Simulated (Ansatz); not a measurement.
# BHOSi: the cost of one run

Program: Ansatz 0.2.0, Gaussian basis. Level of theory: def2-TZVPP, core rule «outside noble gas», up to 7 orbitals frozen. These are calculated values, not measurements.

Plan: UHF; ROHF; CCSD(T) on UHF.

2 further runs of the same task are left out: 2 set aside as unsound or not needed.

## 1. The geometry

The geometry is a PBE0/def2-TZVP stationary point (not a proven minimum).

4 atoms, charge 0, spin multiplicity 3.

Atoms are counted from 1 here; the program's logs count them from 0.

Bond lengths: B1–Si2 1.959 Å, Si2–O3 1.524 Å, Si2–H4 1.489 Å. Angles: B1–Si2–O3 122.2°, B1–Si2–H4 110.8°, O3–Si2–H4 127.0°.

## 2. UHF

in.yaml

```yaml
crystal:
  periodic: [false, false, false]
  atoms:
    - {symbol: B, position_ang: [0.000000, -0.531705, 1.776279]}
    - {symbol: Si, position_ang: [0.000000, 0.368430, 0.036582]}
    - {symbol: O, position_ang: [0.000000, -0.403858, -1.277481]}
    - {symbol: H, position_ang: [0.000000, 1.847527, 0.206498]}
basis:
  gaussian: {orbitals: def2-TZVPP}
magnetization: {spin_polarized: true, initial_magnetization: 2}
hamiltonian: {xc: hf}
output: {orbitals: {seedname: orbitals}}
```

Command:

```console
ansatz run in.yaml --threads 1 --pin off --events-out ev --progress --plain --max-ram 4096MiB --backend cpu
```

What time and memory should one allow on 1 thread of AMD EPYC 7R13, shared host?

About 9 s, with a peak of 0.28 GiB.
